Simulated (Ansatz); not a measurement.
Antifluorite Mg2Sn was calculated with PBE-D3(BJ) (Ansatz, a program for electronic structure, PAW).

Numerical settings: plane-wave cutoff 520 eV, 20×20×20 k mesh, Fermi–Dirac smearing 0.05 eV, perturbation theory, scalar-relativistic PAW data made under PBE.

Computed at the level's own relaxed cell.

Harmonic phonon frequencies (cm⁻¹; i marks an imaginary mode; at Γ without the LO shift):

```tsv
q point	frequencies
Γ	0 0 0 198 198 198 224 224 224
X	65 65 127 161 161 161 236 236 292
L	48 48 115 202 202 205 215 215 258
```

No imaginary mode appears at these points.

Note: the solid has no gap at this level, which affects its response; the dispersion coefficients are held fixed in the derivatives.
